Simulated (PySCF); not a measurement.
## Bond curve of AlSi

Set-up: Al aug-pcseg-1, Si aug-pcseg-1; no relativity (PySCF 2.14). Energies in eV from Al + Si in their ground configurations at the same level. State: ⁴Σ⁻ (quartet), unpaired electrons σ ↑, π ↑↑.

All columns are PBE. A positive dipole means Al(−)Si(+).

```
R (Å)  E (eV)  μ (D)  Mulliken charge on Al (basis-dependent)  HOMO (eV)  LUMO (eV)  Mayer bond order  ⟨S²⟩
2.090  -2.035  -0.83                                     0.10      -4.74      -4.00              0.88  3.75
2.187  -2.405  -0.93                                     0.16      -4.80      -3.86              0.90  3.75
2.284  -2.611  -1.03                                     0.21      -4.86      -3.74              0.93  3.75
2.357  -2.687  -1.13                                     0.25      -4.89      -3.65              0.94  3.75
2.430  -2.714  -1.23                                     0.28      -4.91      -3.61              0.95  3.75
2.503  -2.702  -1.34                                     0.30      -4.93      -3.62              0.96  3.75
2.600  -2.645  -1.51                                     0.33      -4.83      -3.63              0.96  3.75
2.722  -2.529  -1.73                                     0.36      -4.71      -3.61              0.96  3.75
2.867  -2.354  -2.03                                     0.38      -4.57      -3.58              0.97  3.75
3.062  -2.096  -2.44                                     0.38      -4.42      -3.53              0.98  3.75
```

A fit through these points gives, at Re = 2.442 Å, μ = -1.24 D and dμ/dR = -1.50 D/Å; the reduced mass is 13.74 u.

Task: How strong is the fundamental in the double-harmonic approximation, I = 42.26·(dμ/dR)²/μred km/mol?

Result: I = 42.26·(-1.50)²/13.74 = 6.92 km/mol at PBE.

The state is the lowest determinant that a PBE0 search found; another state may lie lower at other levels.
